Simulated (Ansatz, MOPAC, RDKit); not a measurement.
Molecule: pyrrole, C₄H₅N, charge 0, multiplicity 1. SMILES: c1cc[nH]c1

Atoms: H1, N2, C3, C4, C5, C6, H7, H8, H9, H10. Bonds: H1-N2, N2-C3, N2-C4, C3-C5, C3-H7, C4-C6, C4-H8, C5-C6, C5-H9, C6-H10.

Bond lengths (Å) and angles (degrees) optimised at UFF with RDKit; PM6 with MOPAC; MNDO with MOPAC; HF/3-21G with Ansatz (a first-principles code); PBE/6-31G* with Ansatz; B3LYP/6-31G* with Ansatz, each started from the B3LYP-D3(BJ)/def2-TZVP structure (Ansatz) of the last column. A row stands for all coordinates that are equal there; 11 of 14 kinds are shown. 6-31G* holds six Cartesian d functions. No wavenumbers were computed at UFF, MNDO, PBE/6-31G*, so these may be saddle points.

```
coordinate    UFF    PM6   MNDO  HF/3-21G  PBE/6-31G*  B3LYP/6-31G*  B3LYP-D3(BJ)/def2-TZVP
----------  -----  -----  -----  --------  ----------  ------------  ----------------------
H1-N2       1.044  0.999  0.993     0.994       1.015         1.008                   1.004
N2-C3       1.345  1.400  1.398     1.377       1.379         1.376                   1.371
C3-C5       1.380  1.395  1.395     1.359       1.387         1.378                   1.374
C3-H7       1.082  1.073  1.082     1.065       1.088         1.081                   1.076
C5-C6       1.381  1.426  1.437     1.432       1.428         1.425                   1.422
C5-H9       1.082  1.071  1.080     1.066       1.090         1.082                   1.077
C3-N2-C4    107.1  108.9  109.7     109.2       110.0         109.8                   109.9
N2-C3-C5    110.0  107.8  107.4     108.0       107.5         107.7                   107.6
C3-C5-C6    106.5  107.8  107.7     107.4       107.5         107.4                   107.4
H1-N2-C3    126.4  125.6  125.1     125.4       125.0         125.1                   125.1
N2-C3-H7    124.2  122.6  121.4     121.5       121.0         121.1                   121.3
```

Mean signed difference of all 10 bond lengths from B3LYP-D3(BJ)/def2-TZVP: UFF -0.002 Å, PM6 0.008 Å, MNDO 0.012 Å, HF/3-21G -0.006 Å, PBE/6-31G* 0.011 Å, B3LYP/6-31G* 0.004 Å.
